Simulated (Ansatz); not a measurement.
```yaml
crystal:
  periodic: [false, false, false]
  atoms:
    - {symbol: Si, position_ang: [-1.152627, -0.004655, -0.000057]}
    - {symbol: Si, position_ang: [1.152627, 0.004655, 0.000057]}
    - {symbol: H, position_ang: [-1.719595, 1.346837, 0.008332]}
    - {symbol: H, position_ang: [-1.711422, -0.691092, 1.168106]}
    - {symbol: H, position_ang: [-1.711364, -0.676513, -1.176693]}
    - {symbol: H, position_ang: [1.719595, -1.346837, -0.008332]}
    - {symbol: H, position_ang: [1.711364, 0.676513, 1.176693]}
    - {symbol: H, position_ang: [1.711422, 0.691092, -1.168106]}
basis:
  gaussian: {orbitals: def2-TZVP}
hamiltonian: {xc: pbe0}
relax: {f_tol: 0.004, max_steps: 80}
```

```sh
$ ansatz run in.yaml --threads 1 --pin off --events-out ev --progress --plain --max-ram 2176MiB
```

Steps of the relaxation (energy above the last step; positions in Å, forces in eV/Å):

```
8
step 1, 62.7 meV
Si   -1.153   -0.005    0.000   -0.299   -0.001    0.000
Si    1.153    0.005    0.000    0.299    0.001    0.000
H    -1.720    1.347    0.008   -0.015    0.469    0.003
H    -1.711   -0.691    1.168   -0.012   -0.237    0.405
H    -1.711   -0.677   -1.177   -0.012   -0.232   -0.408
H     1.720   -1.347   -0.008    0.015   -0.469   -0.003
H     1.711    0.677    1.177    0.012    0.232    0.408
H     1.711    0.691   -1.168    0.012    0.237   -0.405
```

```
8
step 2, 5.0 meV
Si   -1.166   -0.005    0.000    0.120    0.000    0.000
Si    1.166    0.005    0.000   -0.120    0.000    0.000
H    -1.667    1.393    0.009   -0.078    0.035    0.000
H    -1.658   -0.714    1.207   -0.078   -0.018    0.030
H    -1.658   -0.699   -1.216   -0.078   -0.018   -0.030
H     1.667   -1.393   -0.009    0.078   -0.035    0.000
H     1.658    0.699    1.216    0.078    0.018    0.030
H     1.658    0.714   -1.207    0.078    0.018   -0.030
```

```
8
step 3, 0.1 meV
Si   -1.171   -0.005    0.000    0.022    0.000    0.000
Si    1.171    0.005    0.000   -0.022    0.000    0.000
H    -1.694    1.388    0.009    0.001    0.007    0.000
H    -1.686   -0.712    1.203    0.001   -0.003    0.006
H    -1.686   -0.697   -1.212    0.001   -0.003   -0.006
H     1.694   -1.388   -0.009   -0.001   -0.007    0.000
H     1.686    0.697    1.212   -0.001    0.003    0.006
H     1.686    0.712   -1.203   -0.001    0.003   -0.006
```

```
8
step 4, 0.0 meV
Si   -1.170   -0.005    0.000    0.004    0.000    0.000
Si    1.170    0.005    0.000   -0.004    0.000    0.000
H    -1.692    1.388    0.009    0.000    0.001    0.000
H    -1.684   -0.712    1.204    0.000   -0.001    0.001
H    -1.683   -0.697   -1.213    0.000   -0.001   -0.001
H     1.692   -1.388   -0.009    0.000   -0.001    0.000
H     1.683    0.697    1.213    0.000    0.001    0.001
H     1.684    0.712   -1.204    0.000    0.001   -0.001
```

Close pairs at the end: Si2–H6 1.488 Å, Si1–H3 1.488 Å, Si1–H4 1.488 Å, Si2–H8 1.488 Å, Si1–H5 1.488 Å, Si2–H7 1.488 Å, Si1–Si2 2.340 Å.

A stationary point of restricted PBE0 after 4 steps (its stability towards spin polarisation wasn't tested); no frequencies were run, so it isn't proven a minimum. 10 s on 1 thread of Arm Neoverse V2, shared host.
